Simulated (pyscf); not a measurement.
Optimised with ωB97X-D3(BJ)/def2-SVP in PySCF.

Q: •O–As(OH)–OH + H₂ → HO–As(OH)–OH + H•
Surface: doublet. Broken: H–H. Formed: H–O. Give ΔE‡ and ΔE from ωB97M-D3(BJ)/def2-TZVP, relative to the separated reactants.

A: ΔE‡ = 8.6 kcal/mol, ΔE = -6.6 kcal/mol. Zero-point energy shifts the barrier by -0.3 kcal/mol. It is a hydrogen abstraction, with an imaginary mode of 1101i cm⁻¹. One saddle was located; it need not be the lowest between these sides. The angle at the transferred H is 168°. Elements up to Kr have no core potential and no relativistic terms here.
